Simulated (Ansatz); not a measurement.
Energy needed to pull apart CH₃NS (SMILES N=CS), singlet, into free ground-state atoms, from the structure below (at a frame of a short PBE0-D4/def2-SVP trajectory); no zero-point or spin–orbit terms; open-shell atoms are treated unrestricted, in their ground-state multiplicity.

N1  (-1.068, -0.013, -0.251)
C2  (0.206, -0.070, -0.373)
S3  (1.286, 0.099, 1.035)
H4  (-1.394, -0.075, -1.299)
H5  (0.829, 0.302, -1.233)
H6  (0.159, 0.306, 1.973)
(Å)

Ansatz 0.2.0; basis: def2-TZVPP; cores frozen in the correlated methods.

```csv
method,atomization energy (kJ/mol)
PBE-D4,2143
r2SCAN-D4,?
PBE0-D4,2056
wB97M-V,?
HF,1284
MP2,2003
CCSD,1917
CCSD(T),1969
```

**Question.** What does wB97M-V give? (Judge from chemistry; the value comes from the calculation.)

**Answer.** Computed: 2057 kJ/mol, which is about 88 kJ/mol more than CCSD(T)/def2-TZVPP.

**Question.** What does r2SCAN-D4 give? (An estimate is asked for; the value comes from the calculation.)

**Answer.** The calculation gives: 2049 kJ/mol, which is about 80 kJ/mol more than CCSD(T)/def2-TZVPP.

In triple zeta the MP2 and coupled-cluster atomization energies are still short of their basis limit by a few kcal/mol a bond, whereas those of the functionals are nearly converged, so these differences are not deviations from converged CCSD(T).

T1 diagnostic: at most 0.015. The restricted Hartree–Fock reference is unstable towards an unrestricted one here.

For scale, one of the runs: CCSD(T)/def2-TZVPP forces, 146 basis functions, launched by `ansatz run in.yaml --threads 2 --pin off --events-out ev --progress --plain --max-ram 3481MiB`. Hardware: 2 CPU threads of an Intel Xeon, shared host. Wall time 2.9 min; peak host memory 1.5 GiB.
